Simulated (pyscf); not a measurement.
•O–SiH₃ + hydrogen (H₂) → silanol (HO–SiH₃) + H atom (H•) (hydrogen abstraction; doublet surface; H–H broken, H–O formed). PySCF, gas phase, ωB97X-D3(BJ)/def2-SVP geometries. Energies in eV from the separated reactants.

```json
[
 {"level": "ωB97X-D3(BJ)/def2-TZVP", "barrier": "0.19", "reaction energy": "-0.61"},
 {"level": "PBE/def2-TZVP", "barrier": "-0.07", "reaction energy": "-0.61"},
 {"level": "r²SCAN/def2-TZVP", "barrier": "0.04", "reaction energy": "-0.49"},
 {"level": "B3LYP-D3(BJ)/def2-TZVP", "barrier": "0.09", "reaction energy": "-0.44"},
 {"level": "PBE0-D3(BJ)/def2-TZVP", "barrier": "0.07", "reaction energy": "-0.66"},
 {"level": "HF/def2-TZVP", "barrier": "0.85", "reaction energy": "-0.26"}
]
```

At PBE this geometry lies under the reactants; that is no barrier but a single point on another level's saddle; such a level's own saddle, if it has one, lies nearer that side and is low. •O–SiH₃ lies 1.08 eV over its isomer HO–SiH₂• (electronic energy, ωB97M-D3(BJ)/def2-TZVP). This is the saddle that the search found; another between the same sides may lie lower. The angle at the transferred H is 158°.
